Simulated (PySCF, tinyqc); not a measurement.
Orbital energy against energy difference: ionisation energy by orbital energies and by energy differences in the 6-31g* basis, for Li2, spin multiplicity 1. Computed by the program tinyqc with PySCF. 

Geometry (angstrom):

| atom | x | y | z |
|---|---|---|---|
| Li | 0.0000 | 0.0000 | 0.0000 |
| Li | 0.0000 | 0.0000 | 2.3140 |

CCSD(T) difference in the same basis = 5.3786 eV

IP-EOM-CCSD = 5.3795 eV

The cation is unrestricted; errors are against CCSD(T) in this basis, not against experiment.

First vertical ionisation energy (eV):

| method | -e(HOMO) | E(cation) - E | error of -e(HOMO) | error of the difference |
|---|---|---|---|---|
| HF | 5.0316 | 4.493821 | -0.3469 | -0.8847 |
| LDA | 3.2458 | 5.484920 | -2.1328 | 0.1064 |
| PBE | 3.2502 | 5.452075 | -2.1284 | 0.0735 |
| B3LYP | 3.7086 | 5.515886 | -1.6700 | 0.1373 |
| PBE0 | 3.8394 | 5.392049 | -1.5392 | 0.0135 |
| CAM-B3LYP | 4.7137 | 5.478259 | -0.6649 | 0.0997 |
| LC-wPBE | 5.6222 | 5.326559 | 0.2436 | -0.0520 |

Koopmans errs by -0.35 eV and Delta-HF by -0.88 eV: relaxation, 0.54 eV, lowers the value and the missing correlation difference works against it. The PBE level is off by -2.1 eV through the wrong tail of its potential, though its energy difference is off by +0.07 eV; exact exchange deepens the level, and among the orbital energies LC-wPBE comes closest; among the differences PBE0 does. The restricted reference is unstable here: a spin-polarised solution lies 0.0024 hartree lower (PySCF), so results built on it describe a poor reference.
